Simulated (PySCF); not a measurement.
# [SiH5]-: singlet, from a square pyramidal start

Where does singlet [SiH5]- go from a square pyramidal start, is the end point a minimum, and what are its modes, charges and moments?

Method: PBE0, basis Si def2-TZVPD, H def2-TZVPD, no relativity, density fitting; program: PySCF 2.14.0.

## Step 1: The starting structure

6 atoms, charge -1, spin multiplicity 1.

Bond lengths: Si1–H2 1.480 Å, Si1–H3 1.480 Å, Si1–H4 1.480 Å, Si1–H5 1.480 Å, Si1–H6 1.480 Å. Angles: H2–Si1–H3 102.0°, H2–Si1–H4 102.0°, H2–Si1–H5 102.0°, H2–Si1–H6 102.0°, H3–Si1–H4 87.5°, H3–Si1–H5 156.0°, H3–Si1–H6 87.5°, H4–Si1–H5 87.5°, H4–Si1–H6 156.0°, H5–Si1–H6 87.5°.

```xyz
6
charge -1 multiplicity 1
Si    0.0000    0.0000    0.0000
H     0.0000    0.0000    1.4800
H     1.4477    0.0000   -0.3077
H     0.0000    1.4477   -0.3077
H    -1.4477    0.0000   -0.3077
H     0.0000   -1.4477   -0.3077
```

## Step 2: Finding the electronic state

One driver script runs all steps and calls PySCF; scf.py shows how it sets up the SCF of each step. The optimiser is the driver's own. After this first run the driver tries any further starts and a stability analysis.

Input file scf.py:

```python
from pyscf import gto, scf, dft
mol = gto.M(atom='''
Si     0.000000     0.000000     0.000000
H      0.000000     0.000000     1.480000
H      1.447700     0.000000    -0.307700
H      0.000000     1.447700    -0.307700
H     -1.447700     0.000000    -0.307700
H     -0.000000    -1.447700    -0.307700''',
    basis={'Si': 'def2-TZVPD', 'H': 'def2-TZVPD'},
    charge=-1, spin=0)
mf = dft.RKS(mol, xc='PBE0')
mf.grids.atom_grid = (50, 194)
aux = {'Si': 'def2-universal-JKFIT', 'H': 'def2-universal-JKFIT'}
mf = mf.density_fit(auxbasis=aux)
mf.conv_tol = 1e-08
mf.diis_space = 10
mf.max_cycle = 60
mf.init_guess = 'minao'
mf.verbose = 4
mf.kernel()
```

Started as:

```console
$ OMP_NUM_THREADS=2 python axn.py task.json out
```

After this run come: Relaxation: square pyramidal start, singlet; Hessian and properties; Following the imaginary mode; Hessian and properties.

Before running it: what results should come out? Wanted: minimum; geometry; wavenumbers; dipole moment; highest occupied, lowest empty level; polar-tensor charge of Si1; zero-point energy.

As calculated:

| quantity | value |
| --- | --- |
| minimum | singlet, D3h |
| geometry | Si–H 1.532 Å (×3), Si–H 1.622 Å (×2); H–Si–H 90.0° (×6), H–Si–H 120.0° (×3), H–Si–H 180.0° |
| wavenumbers (cm⁻¹) | 511 (e'), 952 (a2''), 1012 (e'), 1181 (e''), 1365 (a1'), 1509 (a2''), 1938 (e'), 1964 (a1') |
| dipole moment (centre of mass) | 0.00 D |
| highest occupied, lowest empty level | 0.11, 4.46 eV |
| polar-tensor charge of Si1 | +1.34 e |
| zero-point energy | 90.2 kJ/mol |
| entropy at 298.15 K | 219.4 J/(mol K) |

**Reading.** From C4v at the start the molecule goes to a D3h minimum, after a stop at a saddle point 9.4 kJ/mol higher, from which it was pushed off along an imaginary mode. In the infrared the band at 1509 cm⁻¹ (a2'', stretch) leads. Only this shape and spin were tried, so other structures or states may lie lower. The highest occupied level lies above zero: either self-interaction error lifts it or the extra electron is not bound, and the basis holds it in place.
